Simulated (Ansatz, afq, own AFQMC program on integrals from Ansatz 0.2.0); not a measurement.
AFQMC on a folder of integrals that Ansatz 0.2.0 wrote.

```yaml
crystal:
  periodic: [false, false, false]
  atoms:
    - {symbol: N, position_ang: [0.000000, 0.058407, 0.518336]}
    - {symbol: C, position_ang: [0.000000, -0.127275, -0.500889]}
    - {symbol: H, position_ang: [0.000000, 0.704985, -1.234346]}
basis:
  gaussian: {orbitals: cc-pVDZ}
magnetization: {spin_polarized: true, initial_magnetization: 2}
correlation: {method: ccsd_t, electrons: outside_noble_gas, hamiltonian_folder: ham}
```

```sh
$ ansatz run in.yaml --threads 1 --pin off --events-out ev --progress --plain --max-ram 1382MiB
```

afq runs on the folder ham with

```
--method phaseless --trial hf --walkers 120 --populations 1 --least-time 40 --time-step 0.005 --steps-per-block 20 --equilibration-blocks 112 --max-blocks 600 --target-error 0.00114 --factor-cut 1e-05 --start spin_pure --seed 7745 --taylor-order 6
```

Times are imaginary, in 1/Eh. The walk had a cap of 723 s.

Output of the walk:

```
orbitals 31  electrons 6 4  factors 242 of 311
reference energy -92.62738977 Eh
CCSD correlation -0.23872933 Eh in 17 cycles, weight of the determinant in the CISD state 0.8452
energy of the start -92.627615 Eh
 block  time / (1/Eh)  mean weight  energy / Eh
     1     0.100  1.0029  -92.688874
     2     0.200  1.0016  -92.739284
     3     0.300  1.0017  -92.775837
     4     0.400  1.0005  -92.809981
     5     0.500  1.0004  -92.822019
    10     1.000  1.0017  -92.843196
    86     8.600  1.0008  -92.845211
   171    17.100  0.9993  -92.842515
   188    18.800  0.9993  -92.834511
   256    25.600  1.0002  -92.874916
   341    34.100  1.0004  -92.846636
   358    35.800  0.9950  -92.905719
   426    42.600  0.9966  -92.860279
   511    51.100  0.9999  -92.877205
   596    59.600  1.0008  -92.861111
   681    68.100  1.0029  -92.854611
   698    69.800  1.0001  -92.840994
blocks merged  error / Eh  count
     1  0.000820  600
     2  0.001081  300
     4  0.001398  150
     8  0.001723  75
    16  0.002101  37
    32  0.002195  18
    64  0.002059  9
energy -92.871480 +/- 0.002195 Eh
(rows thinned)
```

The run passed its tests (sampling time, drift between the halves within three errors, error under three times the target), which doesn't prove that it has relaxed. The second half of the sampling lies above the first by 1.6 errors of their difference, so the energy may still be moving and its error bar be too small.

Against this walk (error 59.7 meV) on the same determinant: CCSD(T) 46.3 meV lower (within the noise), CCSDT(Q) 103.7 meV lower (within the noise), a separate phaseless walk with a CISD trial and standard settings 61.4 ± 61.4 meV lower (within the noise). The error is statistical and leaves out the bias of the constraint.

Cautions: constraint bias not in the error; error above the target (59.7 against 31.0 meV); lower spins were not checked; higher spins were not checked; strong correlation (T1 0.062, weight of the determinant 0.85, largest double 0.08); the bias of populations of 120 walkers isn't removed.

The walk took 3 min on 1 thread of Arm Neoverse V1 (shared host). The log's last line is the phaseless energy.

CCSDT and higher add their correlation energy to the determinant of the CCSD(T) run, since their own runs factorise the integrals more tightly (a shift of under 2 meV). A walk keeps the symmetry of its determinant, which the program's search chose and which needn't be the lowest solution, so a lower state of the same spin and another symmetry isn't excluded.
